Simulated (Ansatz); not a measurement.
# AgBiSCl2 (Cmcm)

The calculation used Ansatz 0.2.0, DFT r2SCAN, scalar-relativistic, plane waves, PAW.

Settings: cutoff 500 eV, Γ-centred mesh 8×8×4 on the computed 10-atom cell, Gaussian smearing of 0.02 eV; no spin polarisation.

The structure is relaxed at this level of theory with its symmetry kept. Whether it is the stable form of this composition wasn't checked.

```cif
data_structure
_symmetry_space_group_name_H-M 'Cmcm'
_symmetry_Int_Tables_number 63
_cell_length_a 4.0217
_cell_length_b 13.8435
_cell_length_c 8.7420
_cell_angle_alpha 90.000
_cell_angle_beta 90.000
_cell_angle_gamma 90.000
_cell_volume 486.70
loop_
_atom_site_label
_atom_site_type_symbol
_atom_site_symmetry_multiplicity
_atom_site_Wyckoff_symbol
_atom_site_fract_x
_atom_site_fract_y
_atom_site_fract_z
_atom_site_occupancy
Ag1 Ag 4 a 0.00000 0.00000 0.50000 1
Bi1 Bi 4 c 0.00000 0.29105 0.25000 1
S1 S 4 c 0.50000 0.41852 0.25000 1
Cl1 Cl 8 f 0.00000 0.34276 0.56140 1
```

* Space group: Cmcm (No. 63)
* Volume per atom: 24.33 Å³
* Formation energy from the elements' standard states (uncorrected): -0.761 eV/atom
* Generalised Kohn–Sham band gap: 1.32 eV, direct at Y
* Löwdin character of the top 1 eV of the valence band: Ag 4d 37 %, S 3p 29 %, Cl 3p 21 %
* Löwdin character of the lowest 1 eV of the conduction band: Bi 6p 63 %, S 3p 12 %, unprojected 6 %
* Electron masses at the edge by Cartesian direction of the standard setting (m_e; degenerate bands sorted by energy; no spin-orbit coupling): x: 0.20; y: 4.1; z: 0.40
* Hole masses at the edge by Cartesian direction of the standard setting (m_e; degenerate bands sorted by energy; no spin-orbit coupling): x: 3.2; y: 0.53; z: 0.89
* Bader charges (e): Ag (2 in the cell) 0.53, Bi (2 in the cell) 1.56, S (2 in the cell) -0.78, Cl (4 in the cell) -0.66

Spin-orbit coupling is left out, which matters for the bands of heavy elements.